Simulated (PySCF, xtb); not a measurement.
Homolysis of single bonds, series SiH2(OH)-X. Isolated molecules, 0 K electronic values unless said otherwise. One relaxed conformer stands for each flexible species; it need not be the lowest. Strings in code marks are SMILES.

Quantity: homolytic bond dissociation enthalpy at 298 K (no spin–orbit term), in kcal/mol. Enthalpy corrections at 298 K come from GFN2-xTB frequencies (xtb).

Level 1: PBE0-D4/def2-TZVP (PySCF)
Level 2: PBE/6-31G* // PBE0-D4/def2-TZVP (PySCF)
Level 3: SVWN5/6-31G* // PBE0-D4/def2-TZVP (PySCF)
Level 4: HF/3-21G // PBE0-D4/def2-TZVP (PySCF)

| species | level 1 | level 2 | level 3 | level 4 |
|---|---|---|---|---|
| C–Si bond of `O=C(O)[SiH2]O`, giving `O=[C]O` (O–C–O–H torsion 0°) and `O[SiH2]` | 85.1 | 85.9 | 99.7 | 70.2 |
| Si–O bond of `N#C[SiH2]O`, giving `N#C[SiH2]` and `[OH]` | 120.0 | 118.4 | 138.0 | 80.8 |
| C–Si bond of `CC[SiH2]O` (C–C–Si–O torsion -58°, C–Si–O–H torsion -73°), giving `O[SiH2]` and `[CH2]C` | 85.0 | 84.7 | 99.4 | 65.2 |
| Si–Si bond of `O[SiH2][SiH3]` (H–O–Si–Si torsion 59°), giving `O[SiH2]` and `[SiH3]` | 75.6 | 75.6 | 86.1 | 50.1 |
| O–Si bond of `O[SiH3]`, giving `[OH]` and `[SiH3]` | 118.5 | 116.6 | 136.1 | 76.9 |
| C–C bond of `CC[SiH2]O` (C–C–Si–O torsion -58°, C–Si–O–H torsion -73°), giving `[CH2][SiH2]O` and `[CH3]` | 84.5 | 88.8 | 108.2 | 58.1 |
| Si–O bond of `C[SiH2]O` (C–Si–O–H torsion 70°), giving `C[SiH2]` and `[OH]` | 121.0 | 119.3 | 139.3 | 82.3 |
| C–C bond of `CC(=O)[SiH2]O` (O–C–Si–O torsion 0°, C–Si–O–H torsion 0°), giving `O=[C][SiH2]O` (O–C–Si–O torsion 145°, C–Si–O–H torsion 45°) and `[CH3]` | 76.7 | 80.5 | 99.3 | 55.7 |
